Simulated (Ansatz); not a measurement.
**C₄H₈S: one species, many methods**

One table from this session's results is given with a row withheld; the runs are named, their logs left out.

The runs use Ansatz 0.2.0, Gaussian basis; functionals in def2-TZVPP, the program's frozen cores in correlated methods.

The runs, in order: PBE-D4, r2SCAN-D4, PBE0-D4, B3LYP-D4, ωB97X-V, ωB97M-V, B2PLYP; CCSD(T)/def2-TZVPP; MP2/def2-QZVPP; extrapolation to the limit.

### The relaxed structure

The geometry comes from an earlier relaxation with PBE0-D4 in a triple-zeta def2 set; it is a stationary point, not always the lowest conformer.

SMILES `C=CC(C)S`, 13 atoms, charge 0, spin multiplicity 1.

Atoms are counted from 1 here; the program's logs count them from 0.

Bond lengths: C1–C2 1.326 Å, C1–H6 1.083 Å, C1–H7 1.084 Å, C2–C3 1.494 Å, C2–H8 1.087 Å, C3–C4 1.515 Å, C3–S5 1.831 Å, C3–H9 1.097 Å, C4–H10 1.094 Å, C4–H11 1.090 Å, C4–H12 1.092 Å, S5–H13 1.343 Å. Angles: C2–C1–H6 120.8°, C2–C1–H7 122.3°, H6–C1–H7 116.8°, C1–C2–C3 125.8°, C1–C2–H8 119.5°, C3–C2–H8 114.7°, C2–C3–C4 115.5°, C2–C3–S5 109.2°, C2–C3–H9 108.1°, C4–C3–S5 112.2°, C4–C3–H9 109.2°, S5–C3–H9 101.6°, C3–C4–H10 110.6°, C3–C4–H11 110.3°, C3–C4–H12 111.1°, H10–C4–H11 108.7°, H10–C4–H12 108.2°, H11–C4–H12 107.8° and more.

Set-up of the first run:

in.yaml reads:

```yaml
crystal:
  periodic: [false, false, false]
  atoms:
    - {symbol: C, position_ang: [-1.712648, -0.257598, -0.523372]}
    - {symbol: C, position_ang: [-0.534230, 0.096961, -1.018206]}
    - {symbol: C, position_ang: [0.773076, 0.019938, -0.299927]}
    - {symbol: C, position_ang: [0.730221, -0.632864, 1.066057]}
    - {symbol: S, position_ang: [1.529632, 1.686236, -0.246163]}
    - {symbol: H, position_ang: [-2.616251, -0.153047, -1.111912]}
    - {symbol: H, position_ang: [-1.823767, -0.664185, 0.475325]}
    - {symbol: H, position_ang: [-0.476635, 0.504833, -2.023931]}
    - {symbol: H, position_ang: [1.480498, -0.523366, -0.937849]}
    - {symbol: H, position_ang: [0.349122, -1.655408, 0.992851]}
    - {symbol: H, position_ang: [1.728458, -0.663342, 1.502446]}
    - {symbol: H, position_ang: [0.084140, -0.075269, 1.747900]}
    - {symbol: H, position_ang: [0.508685, 2.282311, 0.391579]}
basis:
  gaussian: {orbitals: def2-TZVPP}
hamiltonian: {xc: pbe, dispersion: d4}
output: {forces: true, orbitals: {seedname: orbitals}}
```

The run is started by

```
$ ansatz run in.yaml --threads 4 --pin off --events-out ev --progress --plain --max-ram 10444MiB
```

Steps of the session up to this table: PBE-D4 (GGA); r2SCAN-D4 (meta-GGA); PBE0-D4 (hybrid); B3LYP-D4 (hybrid); ωB97X-V (range-separated); ωB97M-V (range-separated); B2PLYP (double hybrid); CCSD(T) in def2-TZVPP; MP2 in def2-QZVPP.

One table of the session follows, with a row left open; its other results are not shown here.

| method | atomisation energy (kcal/mol) |
| --- | --- |
| PBE-D4 | 1240.4 |
| r2SCAN-D4 | 1217.1 |
| PBE0-D4 | 1223.2 |
| B3LYP-D4 | 1214.2 |
| ωB97X-V | 1214.8 |
| ωB97M-V | 1218.0 |
| B2PLYP | 1200.9 |
| HF/def2-TZVPP | 901.5 |
| MP2/def2-TZVPP | 1199.5 |
| CCSD/def2-TZVPP | 1167.8 |
| CCSD(T)/def2-TZVPP | 1185.2 |
| MP2/CBS | ? |
| CCSD(T)/CBS | 1213.2 |

**Question.** Estimate the row for MP2/CBS.

**Answer.** atomisation energy (kcal/mol): 1227.5. In the column «atomisation energy (kcal/mol)» it lies between PBE0-D4 (1223.2) and PBE-D4 (1240.4).

Limits of these values: Free atoms (4 C, 1 S, 8 H) were run apart at each level; the atomisation energy is their sum less the molecule, without zero-point or spin-orbit terms.
